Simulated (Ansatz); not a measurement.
System: H$_{3}$S (charge +1, singlet). 
Geometry from a B3LYP-D3(BJ)/def2-TZVP (Ansatz, a first-principles code) optimisation:
```xyz
4

S      0.1049    -0.0008     0.0446
H     -0.3243     0.9941    -0.7736
H     -0.3450    -0.9973    -0.7604
H     -1.0094     0.0159     0.8202
```
Charge +1, spin multiplicity 1.

Basis-set convergence of Hartree-Fock and CCSD correlation energies (hartree) with Ansatz. Valence correlation only, unless marked. No spin-orbit coupling. No relativistic terms.

```csv
basis,functions,E(HF),"E(corr, CCSD)"
def2-SVP,33,-398.84708,-0.17294
def2-TZVPP,84,-398.98938,-0.21505
def2-QZVPP,160,-399.00112,-0.22749
```

Extrapolating the two largest sets (X = 3 and 4) as X^-3: E(corr) = (64·(-0.22749) - 27·(-0.21505))/37 = -0.2366 Eh, an estimate of the basis-set limit. The largest set recovers 96.2 % of it, the smallest 73.1 %.
